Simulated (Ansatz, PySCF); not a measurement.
Molecule: triplet methylene, CH₂ (charge 0, triplet). 
Coordinates optimised at B3LYP-D3(BJ)/def2-TZVP (Ansatz, a quantum-chemistry and plane-wave program):
```
C
H 1 1.0782
H 1 1.0782 2 135.03
```
Charge 0, spin multiplicity 3.

Total electronic energies in hartree. Valence correlation only, unless marked. Open shells are spin-unrestricted. Spin-orbit coupling is left out. Non-relativistic. CBS(X,Y): correlation extrapolated as X^-3; Hartree-Fock from the larger set (for Q and 5 zeta extrapolated as (X+1)exp(-9√X)).

| level | program | energy (Eh) |
|---|---|---|
| HF/def2-QZVPP | Ansatz | -38.94055 |
| HF-D3(BJ)/def2-TZVPD | PySCF + dftd3 | -38.94426 |
| HF-D4/def2-TZVPD | PySCF + dftd4 | -38.93977 |
| RI-HF/def2-TZVPP | Ansatz | -38.93880 |
| RI-HF/def2-QZVPPD | Ansatz | -38.94057 |
| BLYP-D3(BJ)/def2-TZVPD | Ansatz + dftd3 | -39.14510 |
| TPSS-D3(BJ)/def2-TZVPD | PySCF + dftd3 | -39.18122 |
| M06-L-D4/def2-TZVPD | PySCF + dftd4 | -39.15997 |
| PBE0/6-31G* | Ansatz | ? |
| PBE0-D3(BJ)/def2-TZVP | Ansatz + dftd3 | -39.11586 |
| BHLYP-D4/def2-TZVPD | Ansatz + dftd4 | -39.14579 |
| PW6B95/def2-TZVPD | PySCF | -39.21290 |
| B2PLYP/def2-TZVPD | Ansatz | -39.12522 |
| MP2/6-31G* | Ansatz | -39.00321 |
| MP2/def2-TZVPPD | Ansatz | -39.05647 |
| MP2/CBS(aug-cc-pVTZ,aug-cc-pVQZ) | Ansatz | -39.0720 |
| RI-MP2/aug-cc-pVTZ | Ansatz | -39.05746 |
| SCS-MP2/def2-TZVPPD | Ansatz | -39.05696 |
| SCS-MP2/def2-QZVPP | Ansatz | -39.06704 |
| CCSD/cc-pVTZ | Ansatz | -39.07443 |
| CCSD/CBS(def2-TZVPPD,def2-QZVPPD) | Ansatz | -39.0883 |
| CCSD(T)/def2-QZVPP | Ansatz | -39.08750 |
| CCSD(T)/CBS(cc-pVQZ,cc-pV5Z) | Ansatz | -39.0924 |

Some entries are withheld; supply them.


- PBE0/6-31G*, energy (Eh): -39.09789
